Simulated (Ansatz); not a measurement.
## H2Se, singlet: bend scan

Starting geometry (PBE0/def2-TZVP stationary point for this spin, not checked as a minimum):

```xyz
3

Se    0.0000   -0.0256    0.0000
H     0.0000    1.0009   -1.0478
H     0.0000    1.0009    1.0478
```

From there the angle named below is changed in its plane at fixed bond lengths, both arms turning rigidly about the middle atom; atoms are numbered as listed. Energies are in kJ/mol, counted from the starting geometry at the same level. Kohn–Sham curves are unrestricted where that lies lower, except RKS.

Basis cc-pVDZ; Ansatz 0.2.0. Only valence electrons are correlated (noble-gas cores and the filled d shells of p-block atoms frozen). No spin–orbit coupling is included, and no scalar relativity.

Full CI is exact within this basis and frozen core; it isn't the basis-set limit.

```tsv
angle H2-Se1-H3 (°)	RKS PBE0
68.0	35.8
91.2	0.0
91.8	0.0
107.6	17.3
124.6	69.4
142.6	155.8
154.6	224.0
180.0	320.9
```

Task: Estimate the full CI curve in cc-pVDZ from this one, knowing how RKS PBE0 errs.

Result: The computed full CI values, in kJ/mol from the starting point, and the error of RKS PBE0 against them:
```json
{"angle H2-Se1-H3 (°)": "68.0", "full CI": "37.2", "RKS PBE0 less full CI": "-1.4"}
{"angle H2-Se1-H3 (°)": "91.2", "full CI": "0.0", "RKS PBE0 less full CI": "0.0"}
{"angle H2-Se1-H3 (°)": "91.8", "full CI": "0.0", "RKS PBE0 less full CI": "0.0"}
{"angle H2-Se1-H3 (°)": "107.6", "full CI": "17.4", "RKS PBE0 less full CI": "-0.1"}
{"angle H2-Se1-H3 (°)": "124.6", "full CI": "70.2", "RKS PBE0 less full CI": "-0.8"}
{"angle H2-Se1-H3 (°)": "142.6", "full CI": "157.5", "RKS PBE0 less full CI": "-1.7"}
{"angle H2-Se1-H3 (°)": "154.6", "full CI": "226.8", "RKS PBE0 less full CI": "-2.8"}
{"angle H2-Se1-H3 (°)": "180.0", "full CI": "331.2", "RKS PBE0 less full CI": "-10.3"}
```

The error spans 10.3 kJ/mol and is largest, -10.3 kJ/mol, at 180.0 °.

In so small a basis the reference is far from its limit while semilocal and hybrid functionals are nearer theirs, so the functionals' errors here hold much of the reference's basis and frozen-core error, which can add to them or hide them.
